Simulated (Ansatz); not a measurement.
## hcp Hf

Method: HSE06 (plane waves, PAW; Ansatz, a quantum-chemistry and plane-wave program).

Settings: plane-wave cutoff 500 eV, 8×6×1 k mesh (along the axes of the cell as run), Fermi–Dirac smearing 0.1 eV, scalar-relativistic PAW data made under PBE.

Cell: relaxed with r²SCAN.

* **surface energy of the (10-10) face**: 2.44 J/m²
* **work function of the (10-10) face**: 3.29 eV

Note: exact exchange on metals is sensitive to the k mesh and can open a false gap; the run warned that the count of filled bands differs between k points.

The slab of 8 atoms is relaxed and unreconstructed.

Spin–orbit coupling is not included.

Computed values are for the static lattice.

It cost around 60 core-minutes (rough) of CPU time.
